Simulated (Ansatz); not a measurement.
# ClH₂NSi: vertical ionisation energy

Aim: the vertical ionisation energy of ClH₂NSi, as cation minus neutral at the neutral's geometry, on several levels, and how well −ε(HOMO) stands in for it.

Method: unrestricted cation, the program's frozen cores in correlated methods; program: Ansatz 0.2.0, Gaussian basis.

Plan: UKS PBE-D4/def2-TZVPP; UKS r2SCAN-D4/def2-TZVPP; UKS PBE0-D4/def2-TZVPP; UKS B3LYP-D4/def2-TZVPP; UKS wB97X-V/def2-TZVPP; UKS wB97M-V/def2-TZVPP; UKS B2PLYP/def2-TZVPP; UHF-CCSD(T)/def2-TZVPP; UHF-MP2/def2-QZVPP; extrapolation to the limit; then −ε(HOMO) from the neutral's earlier runs with LDA (SPW92), PBE-D4, revPBE-D4, BLYP-D4, r2SCAN-D4, B97M-V, PBE0-D4, B3LYP-D4, r2SCANh-D4, r2SCAN0-D4, HSE06-D4, BHLYP-D4, CAM-B3LYP-D4, LC-ωPBE, ωB97X-V, ωB97M-V.

## (1) The geometry

An earlier PBE0-D4 in a triple-zeta def2 set relaxation fixed the geometry.

SMILES `N[Si]Cl`, 5 atoms, charge 0, spin multiplicity 1.

Atoms are counted from 1 here; the program's logs count them from 0.

Bond lengths: N1–Si2 1.701 Å, N1–H4 1.009 Å, N1–H5 1.010 Å, Si2–Cl3 2.104 Å. Angles: Si2–N1–H4 121.0°, Si2–N1–H5 126.0°, H4–N1–H5 113.0°, N1–Si2–Cl3 98.2°.

Geometry (Å):

```
N    -0.1482    0.5835   -0.2339
Si   -0.1162   -0.3418    1.1926
Cl    0.6490   -2.1245    0.3773
H    -0.4733    1.5386   -0.2274
H     0.1386    0.2706   -1.1500
```

## (2) Cation, UKS PBE-D4/def2-TZVPP

The input, in.yaml:

```yaml
crystal:
  periodic: [false, false, false]
  atoms:
    - {symbol: N, position_ang: [-0.148250, 0.583450, -0.233885]}
    - {symbol: Si, position_ang: [-0.116229, -0.341783, 1.192573]}
    - {symbol: Cl, position_ang: [0.648995, -2.124478, 0.377265]}
    - {symbol: H, position_ang: [-0.473349, 1.538615, -0.227367]}
    - {symbol: H, position_ang: [0.138633, 0.270596, -1.149984]}
basis:
  gaussian: {orbitals: def2-TZVPP}
total_charge: 1
magnetization: {spin_polarized: true, initial_magnetization: 1}
hamiltonian: {xc: pbe, dispersion: d4}
```

After this run come: Cation, UKS r2SCAN-D4/def2-TZVPP; Cation, UKS PBE0-D4/def2-TZVPP; Cation, UKS B3LYP-D4/def2-TZVPP; Cation, UKS wB97X-V/def2-TZVPP; Cation, UKS wB97M-V/def2-TZVPP; Cation, UKS B2PLYP (frozen core)/def2-TZVPP; Cation, UHF-CCSD(T)/def2-TZVPP; Cation, UHF-MP2/def2-QZVPP.

Before running them: what should the planned runs give, taken together? Wanted: ionisation energy, CCSD(T)/CBS; nearest functional by difference; nearest −ε(HOMO); −ε(HOMO) of PBE; T1 of the cation.

**Answer**, as computed:

```
                        quantity               value
  ionisation energy, CCSD(T)/CBS             9.59 eV
nearest functional by difference  ωB97M-V (-0.10 eV)
                nearest −ε(HOMO)  LC-ωPBE (+0.11 eV)
                 −ε(HOMO) of PBE             6.02 eV
                T1 of the cation               0.021
```

What this shows: By cation minus neutral, the functionals miss by 0.39 eV at most. The PBE orbital energy is 3.6 eV too small: a semilocal HOMO is no ionisation energy. Among orbital estimates LC-ωPBE comes nearest. Hartree-Fock falls 1.04 eV short, as the neutral has more correlation energy than the cation.
